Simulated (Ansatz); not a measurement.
`COC(=N)Cl` + H₂ → `COC=N` + HCl at 500 K and 1 bar (hydrogenolysis of a C–Cl bond).

Calculated with Ansatz (gas phase, PBE0-D4/def2-TZVP geometries, no zero-point term in ΔE). CCSD(T)/CBS adds triple-zeta CCSD(T) − MP2 to the extrapolated MP2 energy (def2 sets, frozen cores). This one scheme is used for every species. Each species was taken in one conformer, which may not be the lowest.

| species | CCSD(T)/CBS energy (Eh) | H − E (kJ/mol) | S (J/(mol·K)) |
| --- | --- | --- | --- |
| `COC(=N)Cl` | -668.13302 | 208.0 | 363.6 |
| H₂ | -1.17544 | 41.0 | 145.5 |
| `COC=N` | -208.96207 | 227.9 | 326.5 |
| HCl | -460.38127 | 32.5 | 201.9 |

H − E and S are ideal-gas, rigid-rotor, harmonic terms from PBE0-D4/def2-TZVP, for one conformer and one mirror image of each species. The MP2-based limit puts H₂ 0.8 mEh under its directly extrapolated value; such offsets cancel only in part. 1 Eh = 2625.50 kJ/mol, R = 8.31446 J/(mol·K).

Question: By hand: ΔE, ΔH, ΔS and ΔG.

Answer: ΔE = (-208.96207) + (-460.38127) − (-668.13302) − (-1.17544) = -0.03488 Eh = -91.6 kJ/mol. Δ(H − E) = 227.9 + 32.5 − 208.0 − 41.0 = 11.4, so ΔH = -80.2 kJ/mol. ΔS = 326.5 + 201.9 − 363.6 − 145.5 = 19.3 J/(mol·K). ΔG = -80.2 − 500 × (19.3)/1000 = -89.9 kJ/mol.

Question: By hand: the equilibrium constant, and the temperature at which ΔG would vanish if ΔH and ΔS stayed fixed.

Answer: log₁₀ K = −ΔG/(RT ln 10) = 9.4. ΔH and −TΔS have one sign here, so there is no such temperature.

ΔH outweighs TΔS. A doubt of 5 kJ/mol in ΔE shifts log₁₀ K by 0.5 here. Other conformers and mirror images would add mixing entropy, several J/(mol·K) or more a flexible species. These are equilibria of isolated gas molecules and say nothing of rates. Largest T1 diagnostic: 0.014 (customary marks: 0.02 for closed shells, 0.045 for open ones).
